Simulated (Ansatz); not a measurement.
# AlBH₃ (doublet): from Hartree-Fock to the top rungs at a displaced geometry (v1), cc-pVDZ

The task here is to estimate one member of a computed series from the others.

Program: Ansatz 0.2.0, Gaussian basis. Level of theory: cc-pVDZ, core rule «outside noble gas», up to 6 orbitals frozen. These are calculated values, not measurements.

The runs, in order: UHF; CCSD(T) on ROHF; CCSD(T) on UHF; BCCD(T) on ROHF; CISD; CCSDT(Q) on ROHF; CCSDT(Q) on UHF.

28 further runs of the same task are left out: 6 for a known fault of the program, 7 that didn't finish, 15 set aside as unsound or not needed.

## What is computed

The geometry is a PBE0/def2-TZVP stationary point (not a proven minimum) with its atoms shifted at random (size 0.040 Å).

5 atoms, charge 0, spin multiplicity 2.

Atoms are counted from 1 here; the program's logs count them from 0.

Bond lengths: B1–Al2 2.006 Å, B1–H3 1.211 Å, B1–H4 1.204 Å, Al2–H5 1.654 Å. Angles: Al2–B1–H3 116.5°, Al2–B1–H4 117.3°, H3–B1–H4 126.2°, B1–Al2–H5 176.5°.

Set-up of the first run:

in.yaml reads:

```yaml
crystal:
  periodic: [false, false, false]
  atoms:
    - {symbol: B, position_ang: [0.003182, 0.010176, 1.389218]}
    - {symbol: Al, position_ang: [0.002349, -0.005967, -0.616557]}
    - {symbol: H, position_ang: [0.050313, 1.097318, 1.920866]}
    - {symbol: H, position_ang: [-0.052464, -1.053446, 1.950668]}
    - {symbol: H, position_ang: [-0.094849, 0.006708, -2.267443]}
basis:
  gaussian: {orbitals: cc-pVDZ}
magnetization: {spin_polarized: true, initial_magnetization: 1}
hamiltonian: {xc: hf}
output: {orbitals: {seedname: orbitals}}
```

Command:

```
> ansatz run in.yaml --threads 1 --pin off --events-out ev --progress --plain --max-ram 2393MiB
```

Among the steps run: UHF; CCSD(T) on ROHF; CCSD(T) on UHF; BCCD(T) on ROHF; CISD; CCSDT(Q) on ROHF; CCSDT(Q) on UHF.

One table of the session follows, with a row left open; its other results are not shown here.

```
   method  from UCCSDT(Q) (meV)
     ROHF               +5035.2
      UHF               +4972.4
     RMP2               +1107.2
     UMP2                     ?
     CISD                +511.9
    RCCSD                +185.2
    UCCSD                +183.7
 RCCSD(T)                 +41.9
 UCCSD(T)                 +42.5
  BCCD(T)                 +41.4
   RCCSDT                  +7.9
   UCCSDT                  +7.7
RCCSDT(Q)                  +0.3
UCCSDT(Q)                     0
```

**Question.** Estimate the row for UMP2.

The run gave: from UCCSDT(Q) (meV): +1125.1. In the column «from UCCSDT(Q) (meV)» it lies between RMP2 (+1107.2) and UHF (+4972.4).

Limits of these values: Restricted and unrestricted rows rest on different reference determinants; where their highest levels disagree by more than a few hundredths of an eV, they describe different states and don't form one ladder.
